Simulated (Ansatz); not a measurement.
Basis-set extrapolation for CH radical (PBE0-D4/def2-TZVP geometry, frozen core, Ansatz). Multiplicity 2, UHF reference.

|  | def2-TZVPP | def2-QZVPP |
| --- | --- | --- |
| HF | -38.285857 | -38.287540 |
| MP2 correlation | -0.092243 | -0.099486 |
| CCSD(T) correlation | -0.124735 | -0.130977 |

Energies in hartree. Use E(X) = E(∞) + A·exp(−7.88·√X) for Hartree–Fock and E(X) = E(∞) + B·X^(−2.97) for correlation, with X = 3 and 4.

Q: What is the CCSD(T) energy at the basis-set limit?

A: HF limit: -38.287540 + (-0.001683) × 0.13774 = -38.28777. Correlation limit: -0.130977 + (-0.006242) × 0.74074 = -0.13560. Total: -38.42337 hartree, 0.35 eV below CCSD(T)/def2-TZVPP.

The UHF reference is spin-contaminated (⟨S²⟩ = 1.10, T1 = 0.108).
